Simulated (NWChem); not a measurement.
Molecule: ammonia (NH3); SMILES N

Results from NWChem. All runs use the structure optimised with PBE0/def2-SVP. Level: M05-2X/def2-SVP with SMD (1 M gas to 1 M solution), gas-phase geometry.

Task: Predict the results for solvent water. Quantities: solvation free energy (kcal/mol); cavity-dispersion-structure term (kcal/mol); dipole in solution (D).

Result: 
```json
{
 "solvation free energy (kcal/mol)": "-3.3",
 "cavity-dispersion-structure term (kcal/mol)": "2.2",
 "dipole in solution (D)": "2.11"
}
```
